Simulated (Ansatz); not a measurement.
A nudged elastic band was laid between two geometries of C2H6O (9 atoms, charge 0, multiplicity 1).

All numbers below come from Ansatz, RKS B3LYP-D4/def2-SVP.

```
movable images  : 9
climbing image  : yes
spring          : 5.0 eV/Å²
optimiser       : quadratic models (default)
start path      : through a guess of the saddle point
force threshold : 0.05 eV/Å
iteration limit : 60
end points      : relaxed
```

Image 0:

```xyz
9
Properties=species:S:1:pos:R:3
C -0.539 0.573 -0.471
C 0.314 -0.603 -0.009
O 1.214 -0.259 1.024
H -1.189 0.288 -1.314
H 0.100 1.412 -0.789
H -1.192 0.934 0.344
H 0.935 -0.967 -0.843
H -0.342 -1.450 0.286
H 0.698 0.071 1.772
```

Image 10:

```xyz
9
Properties=species:S:1:pos:R:3
C -0.580 0.558 -0.444
C 0.218 -0.637 0.062
O 0.775 -0.427 1.343
H -1.048 0.343 -1.419
H 0.070 1.441 -0.577
H -1.372 0.826 0.273
H 0.997 -0.912 -0.681
H -0.442 -1.515 0.159
H 1.382 0.323 1.284
```

(1) Which bonds break or form, and what moves?

(2) Give the energies along the band, and the barrier.

(3) What is the geometry of the highest image?

(4) What are the harmonic wavenumbers there?

Answers

(1) No bond is made or broken. The dihedral C1–C2–O3–H9 goes from 59 to -61°. The two ends are copies of one structure, up to a mirror image or an exchange of like atoms.

(2) It converged. The highest image is number 5 of 0 to 10, 0.070 eV above the ends, which have the same energy within 2 meV. A vibrational analysis at the climbing image gives one clearly imaginary mode, 352i cm⁻¹: a first-order saddle point.

```tsv
image	path coordinate (Å)	energy (eV)	dihedral C1–C2–O3–H9 (°)
0	0.00	0.000	59
1	0.14	0.005	51
2	0.28	0.020	40
3	0.43	0.041	28
4	0.57	0.061	14
5	0.71	0.070	0
6	0.86	0.060	-15
7	1.00	0.039	-29
8	1.15	0.018	-42
9	1.30	0.004	-52
10	1.44	0.000	-61
```

(3) 
```xyz
9
Properties=species:S:1:pos:R:3:forces:R:3
C -0.535 0.548 -0.419 0.00 0.00 0.00
C 0.280 -0.665 0.003 0.00 0.01 0.00
O 1.044 -0.446 1.174 0.00 0.00 0.00
H -1.118 0.342 -1.331 0.00 0.00 0.00
H 0.122 1.410 -0.627 0.00 0.00 0.00
H -1.245 0.840 0.374 0.00 0.00 0.00
H 0.959 -0.958 -0.821 0.00 0.00 0.00
H -0.398 -1.525 0.170 0.00 0.00 0.00
H 0.891 0.456 1.477 0.00 0.00 0.00
```

(4) 352i, 289, 417, 808, 897, 1052, 1120, 1184, 1294, 1297, 1386, 1432, 1460, 1476, 1519, 2993, 3018, 3019, 3097, 3114, 3839 cm⁻¹.

Time of the run: 78 s on 1 thread of AMD EPYC 7R43 64-Core Processor (Zen 3), with other jobs on the host, peak memory 0.15 GiB.
